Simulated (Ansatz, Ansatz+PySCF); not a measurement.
```xyz
5

C     0.0000    0.0000   -1.2089
Cl    0.0000    0.0000    0.7085
H     0.0000   -1.1195   -1.5969
H    -0.9696    0.5598   -1.5969
H     0.9696    0.5598   -1.5969
```

RHF-MP2 on singlet CH₃Cl was run in several spherical basis sets with Ansatz (development build ahead of 0.2.0). Frozen core: 6 orbitals.

Question: Rank the basis sets by the total energy that they give, lowest first, with the distance from the lowest.
A. def2-TZVP
B. 6-31G(d)
C. cc-pVTZ
D. cc-pVDZ
E. def2-SVP

Answer: C (0.00 eV), A (0.50 eV), D (3.05 eV), B (4.61 eV), E (8.14 eV).

Totals follow the description of the cores as much as that of the bonds, so this order isn't one of quality for chemistry.
